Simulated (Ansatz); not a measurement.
Input for Ansatz (a quantum-chemistry and plane-wave program): R-MP2/cc-pVTZ on ethane (SMILES CC), atoms moved off the minimum.

Ansatz 0.2 input:
```yaml
crystal:
  periodic: [false, false, false]
  atoms:
    - {symbol: C, position_ang: [-0.75905482, 0.07682615, 0.02980474]}
    - {symbol: C, position_ang: [0.76470920, -0.12278060, 0.01138048]}
    - {symbol: H, position_ang: [-1.24853024, -0.53314211, -0.73144062]}
    - {symbol: H, position_ang: [-0.96603958, 1.13178591, -0.21687102]}
    - {symbol: H, position_ang: [-1.16762172, -0.06081635, 0.99720643]}
    - {symbol: H, position_ang: [0.97136138, -1.20913979, 0.28649624]}
    - {symbol: H, position_ang: [1.23265108, 0.52811919, 0.72701480]}
    - {symbol: H, position_ang: [1.20238552, 0.09394159, -0.98334255]}
basis:
  gaussian:
    orbitals: cc-pVTZ
magnetization: {spin_polarized: false}
correlation: {method: mp2, electrons: outside_noble_gas}
scf: {lower_state_search: off}
output: {forces: true}
```

Task: Give the final energy of this run.

Result: -79.6258 hartree.
